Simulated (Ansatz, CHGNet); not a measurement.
Volume per atom of wurtzite CdSe at several levels of theory

No measured value is used here.

```
level (code)            value (Å³/atom)
----------------------  ---------------
CHGNet-r²SCAN (CHGNet)            28.92
PBE (Ansatz)                      29.76
PBE-D4 (Ansatz)                   28.56
r²SCAN (Ansatz)                   28.87
HSE06 (Ansatz)                    29.01
```

Cutoffs and k meshes differ between the levels. Ansatz's density-functional and Hartree–Fock values are scalar-relativistic unless marked +SOC, with PAW data made under PBE.

Machine-learned potentials (CHGNet-r²SCAN) are trained on DFT data, which may include these solids.

Ansatz is a first-principles code.
